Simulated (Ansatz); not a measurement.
# CH2NO radical (SMILES N=[C]O): functionals against CCSD(T) at one geometry

The task here is to estimate one member of a computed series from the others.

Computed with Ansatz 0.2.0, Gaussian basis. Level: single points in def2-TZVPP.

Cores are frozen in the correlated methods. Orbitals are unrestricted.

## Where the work starts

SMILES `N=[C]O`, 5 atoms, charge 0, spin multiplicity 2.

Atoms are counted from 1 here; the program's logs count them from 0.

Bond lengths: N1–C2 1.242 Å, N1–H4 0.983 Å, C2–O3 1.289 Å, O3–H5 0.978 Å. Angles: C2–N1–H4 120.2°, N1–C2–O3 128.8°, C2–O3–H5 116.6°.

Geometry (Å):

```xyz
5

N    -0.9175   -0.1878   -0.3053
C     0.1631    0.4236   -0.2981
O     1.2102    0.2055    0.4214
H    -1.6481    0.1050   -0.8946
H     1.1574   -0.5344    1.0594
```

The first run:

Contents of run/in.yaml:

```yaml
crystal:
  periodic: [false, false, false]
  atoms:
    - {symbol: N, position_ang: [-0.917500, -0.187800, -0.305300]}
    - {symbol: C, position_ang: [0.163100, 0.423600, -0.298100]}
    - {symbol: O, position_ang: [1.210200, 0.205500, 0.421400]}
    - {symbol: H, position_ang: [-1.648100, 0.105000, -0.894600]}
    - {symbol: H, position_ang: [1.157400, -0.534400, 1.059400]}
basis:
  gaussian: {orbitals: def2-TZVPP}
magnetization: {spin_polarized: true, initial_magnetization: 1}
correlation: {method: ccsd_t}
scf: {omitted_lower_state_checks: [cluster_reference]}
output: {forces: true}
```

The command line of these runs was not kept.

Among the steps run: CCSD(T)/def2-TZVPP; PBE0-D4/def2-TZVPP; wB97M-V/def2-TZVPP; r2SCAN-D4/def2-TZVPP; PBE-D4/def2-TZVPP; HSE06-D4/def2-TZVPP; SPW92/def2-TZVPP.

One of the session's tables, all rows but one given; the rest of the session is left out.

| method | RMS force component (eV/Å) | angle to CCSD(T) forces (°) | dipole (D) |
| --- | --- | --- | --- |
| CCSD(T) | 0.822 | reference | 0.72 |
| PBE0-D4 | 0.685 | 24.1 | 0.69 |
| wB97M-V | 0.755 | 20.5 | 0.72 |
| r2SCAN-D4 | ? | ? | ? |
| PBE-D4 | 0.773 | 23.3 | 0.76 |
| HSE06-D4 | 0.683 | 23.8 | 0.70 |
| SPW92 | 0.746 | 46.2 | 0.81 |

**Question.** Estimate the row for r2SCAN-D4.

**Answer.** RMS force component (eV/Å): 0.686; angle to CCSD(T) forces (°): 14.8; dipole (D): 0.69. In the column «RMS force component (eV/Å)» it lies between PBE0-D4 (0.685) and SPW92 (0.746).
